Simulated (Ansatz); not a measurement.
Structural energy differences of yttrium

Method: DFT, r2SCAN, plane waves (500 eV) with PAW, scalar-relativistic (Ansatz). (PAW data from PBE, frozen cores regenerated.)

Each structure is relaxed within its own symmetry, so a high-lying one may be dynamically unstable.

| structure | ΔE (meV/atom) | V (Å³/atom) | cell | magnetic state |
| --- | --- | --- | --- | --- |
| hcp | 0 | 33.72 | a = 3.640 Å, c = 5.877 Å (c/a = 1.614) | ferromagnetic, net 0.67 μB per atom |
| dhcp | 43 | 33.90 | a = 3.639 Å, c = 11.825 Å (c/a = 3.250) | ferromagnetic, net 0.58 μB per atom |
| omega (AlB2-type) | 81 | 33.12 | a = 5.711 Å, c = 3.518 Å (c/a = 0.616) | ferromagnetic, net 0.50 μB per atom |
| fcc | 87 | 33.31 | a = 5.108 Å | spin not included |
| bcc | 135 | 33.76 | a = 4.072 Å | ferromagnetic, net 0.49 μB per atom |
| A15 | 294 | 34.65 | a = 6.521 Å | spin not included |
| simple cubic | 798 | 35.65 | a = 3.291 Å | ferromagnetic, net 0.93 μB per atom |
| diamond | 2162 | 40.95 | a = 6.893 Å | ferromagnetic, net 0.18 μB per atom |

ΔE counts from hcp.

Differences under about 8 meV lie within the error of the k-point mesh.
